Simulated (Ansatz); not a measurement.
Two structures of Si2H7O, doublet, reached by relaxing down either side of one saddle point (PBE0-D4/def2-TZVP). Energies are electronic, without zero-point energy. Ansatz 0.2.0; basis: def2-TZVPP and def2-QZVPP; cores frozen in the correlated methods; orbitals are unrestricted. Extrapolation: Hartree–Fock as exp(−7.88 √X), correlation as X^−2.97. First:

```json
{"atom": "H1", "x (Å)": "2.1378", "y (Å)": "-0.0883", "z (Å)": "0.5858"}
{"atom": "Si2", "x (Å)": "1.5663", "y (Å)": "-0.0220", "z (Å)": "-0.7861"}
{"atom": "O3", "x (Å)": "0.1776", "y (Å)": "-0.9095", "z (Å)": "-0.9135"}
{"atom": "Si4", "x (Å)": "-1.6362", "y (Å)": "0.5681", "z (Å)": "1.1471"}
{"atom": "H5", "x (Å)": "1.1886", "y (Å)": "1.3708", "z (Å)": "-1.1146"}
{"atom": "H6", "x (Å)": "2.5975", "y (Å)": "-0.5097", "z (Å)": "-1.7425"}
{"atom": "H7", "x (Å)": "0.2286", "y (Å)": "-1.8478", "z (Å)": "-0.7262"}
{"atom": "H8", "x (Å)": "-2.2152", "y (Å)": "1.4186", "z (Å)": "2.2244"}
{"atom": "H9", "x (Å)": "-2.2525", "y (Å)": "0.8893", "z (Å)": "-0.1640"}
{"atom": "H10", "x (Å)": "-1.7927", "y (Å)": "-0.8693", "z (Å)": "1.4897"}
```

Second:

H1  (0.026, 0.875, 1.436)
Si2  (1.910, -0.297, -0.965)
O3  (0.363, -0.884, -1.013)
Si4  (-1.408, 0.550, 1.228)
H5  (1.786, 1.168, -1.182)
H6  (2.749, -0.920, -2.037)
H7  (0.252, -1.836, -0.997)
H8  (-2.203, 1.214, 2.295)
H9  (-1.862, 1.046, -0.093)
H10  (-1.614, -0.917, 1.328)
(Å)

**Question.** Which bonds change from the first to the second?

**Answer.** SiH₄O ([OH][SiH3]) + SiH₃ → SiH₃O ([OH][SiH2]) + SiH₄; bonds formed: H1–Si4; bonds broken: H1–Si2.

**Question.** Give the saddle point's structure and its height above each. (An estimate is asked for; the value comes from the calculation.)

**Answer.** Computed: 0.582 eV above the first and 0.546 eV above the second (CCSD(T) at an estimated basis limit (MP2 extrapolated from triple and quadruple zeta, plus CCSD(T) − MP2 in triple zeta)).
H1  (0.164, 0.472, 0.392)
Si2  (1.433, 0.016, -0.782)
O3  (0.576, -0.911, -1.846)
Si4  (-1.395, 0.471, 1.204)
H5  (2.011, 1.121, -1.590)
H6  (2.508, -0.777, -0.110)
H7  (0.201, -1.732, -1.522)
H8  (-1.274, 0.962, 2.604)
H9  (-2.349, 1.319, 0.441)
H10  (-1.874, -0.939, 1.209)
(Å)

No T1 diagnostic of these runs exceeds 0.015. ⟨S²⟩ of the unrestricted Hartree–Fock references: 0.75 to 0.78 (a pure state has 0.75).

Radical steps of this kind take place in plasma deposition and etching.

Labels in which every atom is bracketed show which atoms are joined, not bond orders.

For scale, one of the runs: CCSD(T)/def2-TZVPP, 213 basis functions, launched by `ansatz run in.yaml --threads 4 --pin off --events-out ev --progress --plain --max-ram 9574MiB`. Hardware: 4 CPU threads of an Arm Neoverse V1, shared host. Wall time 2.8 min; peak host memory 7.3 GiB.
